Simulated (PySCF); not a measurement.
EPR parameters of C4H10NS

Species: C4H10NS (doublet state).
Structure used (GFN2-xTB), in Å, numbered top down from 1:
```xyz
16
C4H10NS angstrom
C      1.9905    0.0518   -0.1870
C      1.0164   -0.9882    0.3662
N      0.0076   -0.4054    1.2377
C     -1.0712    0.3012    0.7662
C     -1.7422   -0.1176   -0.4972
S     -1.1339    2.0223    1.1993
H      2.7063   -0.4200   -0.8549
H      2.5342    0.5334    0.6231
H      1.4492    0.8182   -0.7377
H      0.5072   -1.4970   -0.4535
H      1.5586   -1.7360    0.9516
H      0.4118    0.0176    2.0644
H     -2.7299    0.3385   -0.5562
H     -1.8580   -1.2002   -0.5080
H     -1.1879    0.1791   -1.3949
H     -2.4663    2.1113    1.2368
```

The hyperfine couplings belong to this conformer and change with its torsions.

Identity: `CCN[C](C)S` [radical].

Method used: UKS B3LYP, pcH-1 on C H N S, non-relativistic, mean-field spin-orbit, GIAO in PySCF 2.14.0. One conformer (not necessarily the lowest) at the GFN2-xTB geometry, without solvent, vibrations or thermal averaging. Couplings are sensitive to structure, and on GFN2-xTB geometries they can be far from those on DFT ones. Stability of the SCF solution: not tested.

| Quantity | Value |
| --- | --- |
| g1, g2, g3 | 2.00158, 2.00239, 2.00477 |
| g_iso | 2.00291 |
| Form of g | rhombic: the two nearest values differ by 25 % of g3 − g1 |
| ⟨S²⟩ | 0.7540 (exact 0.7500) |
| α and β electrons | 29, 28 |

Hyperfine couplings atom by atom, in MHz; T1 to T3 are the principal values of the dipolar part:

| atom | isotope | a_iso | of which spin–orbit | T1 | T2 | T3 | Mulliken spin population |
| --- | --- | --- | --- | --- | --- | --- | --- |
| C1 | 13C | 14.7 | 0.0 | -1.9 | -1.3 | 3.2 | 0.02 |
| C2 | 13C | 35.8 | 0.0 | -4.2 | -3.4 | 7.6 | 0.01 |
| N3 | 14N | 19.9 | 0.0 | -9.4 | -8.7 | 18.1 | 0.13 |
| C4 | 13C | 207.8 | 0.1 | -65.4 | -64.6 | 130.1 | 0.73 |
| C5 | 13C | -16.9 | 0.0 | -1.8 | -1.1 | 2.8 | -0.06 |
| S6 | 33S | -2.7 | -0.2 | -14.9 | -11.3 | 26.2 | 0.09 |
| H7 | 1H | 5.0 | 0.0 | -1.6 | -0.9 | 2.5 | 0.00 |
| H8 | 1H | -0.5 | 0.0 | -1.9 | -1.3 | 3.2 | 0.00 |
| H9 | 1H | -1.2 | 0.0 | -2.9 | -1.2 | 4.1 | 0.00 |
| H10 | 1H | 3.6 | 0.0 | -3.8 | -2.6 | 6.3 | 0.00 |
| H11 | 1H | -2.7 | 0.0 | -3.8 | -2.7 | 6.5 | 0.00 |
| H12 | 1H | -12.4 | 0.0 | -9.3 | -6.3 | 15.6 | 0.00 |
| H13 | 1H | 31.9 | 0.0 | -4.7 | -4.0 | 8.8 | 0.01 |
| H14 | 1H | 14.9 | 0.0 | -4.6 | -3.9 | 8.5 | 0.01 |
| H15 | 1H | 96.6 | 0.0 | -3.5 | -2.9 | 6.4 | 0.06 |
| H16 | 1H | 32.2 | 0.0 | -4.4 | -2.6 | 7.0 | 0.01 |

The largest Mulliken spin populations are on C4 (+0.73), N3 (+0.13) and S6 (+0.09). C4 is the only atom above +0.15. The angles at C4 add up to 353.9°, so it is slightly pyramidal.

Under fast tumbling the dipolar parts average out, and these isotropic splittings remain: 3 × 1H (H13/H14/H15, I = 1/2, 4 lines) with 1.70 mT, 1 × 1H (H16, I = 1/2, 2 lines) with 1.15 mT, 1 × 14N (N3, I = 1, 3 lines) with 0.71 mT, 1 × 1H (H12, I = 1/2, 2 lines) with 0.44 mT and 3 × 1H (H7/H8/H9, I = 1/2, 4 lines) with 0.04 mT.

Nuclei that the bonding pattern makes equivalent are averaged, as if the motion that swaps them (rotation, inversion, ring flip) were fast. The three 1H nuclei of mean +47.8 MHz run from 14.9 to 96.6 MHz in the frozen geometry. The three 1H nuclei of mean +1.1 MHz run from -1.2 to 5.0 MHz in the frozen geometry.

The 13C coupling of C4 (207.8 MHz) shows only in satellite lines or after enrichment, since that isotope makes up about 1.07 % of natural carbon.

Examples of negative spin density at the nucleus (bohr⁻³): C5 (-0.0151), S6 (-0.0074) and H12 (-0.0028).
